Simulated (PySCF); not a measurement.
## Cost against result

Saddle point of AlNH6S, closed shell (AlH₃S ([AlH2][SH]) + NH₃ → AlNH₄ ([NH2][AlH2]) + H₂S (still joined by a long Al–S bond); bonds formed: S2–H5; dative contacts that become bonds: Al1–N6; bonds broken: H5–N6; bonds weakened to dative contacts: Al1–S2), PBE0-D4/def2-TZVP structure:

```xyz
9
angstrom
Al -0.7948 -0.1196 -0.6375
S 1.0143 1.6367 -0.4455
H -0.3399 -1.0132 -1.8692
H -2.1396 0.7201 -0.5779
H 0.8257 0.6626 0.6141
N -0.1517 -0.6745 1.0164
H 1.9357 0.8738 -1.0569
H 0.3559 -1.5442 1.1045
H -0.7054 -0.5418 1.8519
```

Barriers are electronic and count from the start structure reached by relaxing down the imaginary mode.

Computed with PySCF 2.14 with density fitting (its default auxiliary sets; JK sets also for MP2 and CCSD(T)) (basis: as named in each row); correlated methods freeze the cores. B3LYP uses VWN-RPA correlation. Extrapolation: Hartree–Fock as exp(−7.88 √X), correlation as X^−2.97.

Times are rough, for one single point on 4 threads of a shared host (Arm Neoverse V1).

The estimate by CCSD(T) at an estimated basis limit (MP2 extrapolated from triple and quadruple zeta, plus CCSD(T) − MP2 in triple zeta) is 31.41 kcal/mol.

```csv
method,basis,time (s),barrier (kcal/mol),method less estimate
HF,STO-3G,under 1,34.87,3.46
B3LYP-D4,6-31G,2,35.50,4.09
PBE0-D4,def2-SVP,3,28.89,-2.52
PBE-D4,def2-SVP,4,24.99,-6.43
MP2,def2-QZVPP,4,30.62,-0.79
SPW92,def2-TZVPP,8,22.96,-8.45
BHLYP-D4,def2-TZVPP,10,32.87,1.46
PBE0-D4,def2-TZVPP,10,29.19,-2.22
B3LYP-D4,def2-TZVPP,10,28.77,-2.64
CCSD(T),def2-SVP,10,31.86,0.44
PBE-D4,def2-TZVPP,11,25.56,-5.85
r2SCAN-D4,def2-TZVPP,25,28.18,-3.24
wB97M-V,def2-TZVPP,160,30.71,-0.70
CCSD(T),def2-TZVPP,280,31.37,-0.04
```

All methods are single points on the PBE0-D4 structures.

The T1 diagnostic stays at or below 0.011.

Labels in which every atom is bracketed show which atoms are joined, not bond orders.
